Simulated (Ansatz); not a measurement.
**CHB (triplet): wave-function methods side by side at distance B1–H3 = 1.179 Å, 6-31G**

Aim: climb from Hartree-Fock through coupled cluster and multireference methods for CHB (triplet) at one geometry and basis, and see what each rung misses.

Computed with Ansatz 0.2.0, Gaussian basis. Level: 6-31G, core rule «outside noble gas», up to 2 orbitals frozen.

The runs, in order: UHF; CCSD(T) on ROHF; CCSD(T) on UHF; BCCD(T) on ROHF; CISD; CCSDT(Q) on ROHF; CCSDT(Q) on UHF; CISDTQ; CCSDTQ on ROHF; CCSDTQ on UHF; CASSCF and MRCISD+Q, 4 electrons in 4 orbitals; CASSCF and NEVPT2, 4 electrons in 4 orbitals; CASSCF and MRCISD+Q, 8 electrons in 9 orbitals; CASSCF and NEVPT2, 8 electrons in 9 orbitals; Full CI.

20 further runs of the same task are left out: 2 for a mislabelled method, 10 that didn't finish, 8 set aside as unsound or not needed.

## 1. The geometry

The geometry derives from a PBE0/def2-TZVP stationary point (not a proven minimum). One bond is set to the value named and the two fragments are kept rigid.

3 atoms, charge 0, spin multiplicity 3.

Atoms are counted from 1 here; the program's logs count them from 0.

Bond lengths: B1–C2 1.449 Å, B1–H3 1.179 Å. Angles: C2–B1–H3 180.0°.

Coordinates:

```xyz
3
CHB
B     0.0000    0.0000    0.0901
C     0.0000    0.0000   -1.3588
H     0.0000    0.0000    1.2688
```

## 2. UHF

The input, in.yaml:

```yaml
crystal:
  periodic: [false, false, false]
  atoms:
    - {symbol: B, position_ang: [0.000000, 0.000000, 0.090069]}
    - {symbol: C, position_ang: [0.000000, 0.000000, -1.358850]}
    - {symbol: H, position_ang: [0.000000, 0.000000, 1.268781]}
basis:
  gaussian: {orbitals: 6-31G}
magnetization: {spin_polarized: true, initial_magnetization: 2}
hamiltonian: {xc: hf}
output: {orbitals: {seedname: orbitals}}
```

Run with:

```sh
$ ansatz run in.yaml --threads 1 --pin off --events-out ev --progress --plain --max-ram 2393MiB
```

The runs that follow: CCSD(T) on ROHF; CCSD(T) on UHF; BCCD(T) on ROHF; CISD; CCSDT(Q) on ROHF; CCSDT(Q) on UHF; CISDTQ; CCSDTQ on ROHF; CCSDTQ on UHF; CASSCF and MRCISD+Q, 4 electrons in 4 orbitals; CASSCF and NEVPT2, 4 electrons in 4 orbitals; CASSCF and MRCISD+Q, 8 electrons in 9 orbitals; CASSCF and NEVPT2, 8 electrons in 9 orbitals; Full CI.

**Question.** What will the summary of the whole plan be? Wanted: FCI below the RHF energy; RMP2 from FCI; UMP2 from FCI; RCCSD from FCI; RCCSD(T) from FCI; UCCSD(T) from FCI; RCCSDT(Q) from FCI; UCCSDT(Q) from FCI; NEVPT2 pair from FCI.

As calculated:

| quantity | value |
| --- | --- |
| FCI below the RHF energy | -3.4736 eV |
| RMP2 from FCI | +876.2 meV |
| UMP2 from FCI | +1138.9 meV |
| RCCSD from FCI | +159.0 meV |
| RCCSD(T) from FCI | +40.3 meV |
| UCCSD(T) from FCI | +48.1 meV |
| RCCSDT(Q) from FCI | +2.1 meV |
| UCCSDT(Q) from FCI | +0.5 meV |
| NEVPT2 pair from FCI | +705.1 meV |
| MRCISD+Q pair from FCI | +55.0 meV |
| NEVPT2 valence from FCI | +279.3 meV |
| levels within 1 kcal/mol (43 meV) | RCCSD(T), RCCSDT, UCCSDT, CISDTQ, RCCSDT(Q), UCCSDT(Q), RCCSDTQ, UCCSDTQ, MRCISD valence, MRCISD+Q valence |
| T1 diagnostic | 0.039 |
| effectively unpaired electrons | 2.13 |

**Reading.** RCCSD(T) misses by +40.3 meV, 1.2 % of the correlation energy. One determinant dominates. Of the multireference levels listed MRCISD+Q valence comes nearest in total energy (+9.4 meV), which doesn't show that its space is the better one. Coupled cluster took another determinant than the lowest Hartree-Fock one. These misses are within one basis, not against nature; the frozen cores of restricted and unrestricted runs differ, which can shift their rows.
